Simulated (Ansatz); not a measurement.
One change: `CC(C)[SiH3]` becomes `CC(C)F`.

Ansatz, PBE0-D4/def2-TZVP geometries, multiplicity 1. 

```json
{"property": "HOMO energy (ωB97M-V/def2-TZVPP) / eV", "`CC(C)[SiH3]`": "-10.35"}
{"property": "ideal-gas entropy at 298 K and 1 bar (rigid rotor, harmonic PBE0-D4/def2-TZVP) / J/(mol·K)", "`CC(C)[SiH3]`": "327"}
{"property": "HOMO–LUMO gap (ωB97M-V/def2-TZVPP) / eV", "`CC(C)[SiH3]`": "12.57"}
{"property": "size of the dipole moment (PBE/def2-TZVPP) / D", "`CC(C)[SiH3]`": "0.93"}
{"property": "HOMO energy (B3LYP/def2-TZVPP) / eV", "`CC(C)[SiH3]`": "-7.94"}
{"property": "LUMO energy (B3LYP/def2-TZVPP) / eV", "`CC(C)[SiH3]`": "0.44"}
```

Task: Give the same properties after the change, and the shifts. (An estimate is asked.)

Result: Computed: 
| property | `CC(C)F` | shift |
| --- | --- | --- |
| HOMO energy (ωB97M-V/def2-TZVPP) / eV | -11.57 | -1.22 |
| ideal-gas entropy at 298 K and 1 bar (rigid rotor, harmonic PBE0-D4/def2-TZVP) / J/(mol·K) | 293 | -34 |
| HOMO–LUMO gap (ωB97M-V/def2-TZVPP) / eV | 14.25 | 1.68 |
| size of the dipole moment (PBE/def2-TZVPP) / D | 1.78 | 0.85 |
| HOMO energy (B3LYP/def2-TZVPP) / eV | -8.97 | -1.03 |
| LUMO energy (B3LYP/def2-TZVPP) / eV | 0.91 | 0.47 |

With PBE0 the HOMO falls by 1.04 eV and the LUMO rises by 0.57 eV, so the gap widens by about 1.61 eV. PBE moves the HOMO by -0.63 eV and ωB97M-V by -1.22 eV. The zero-point energy changes by -58.1 kJ/mol with -9 modes. Dipoles are sizes alone; their direction can turn.

B3LYP here is the variant with VWN-RPA as its local correlation; programs differ in this.
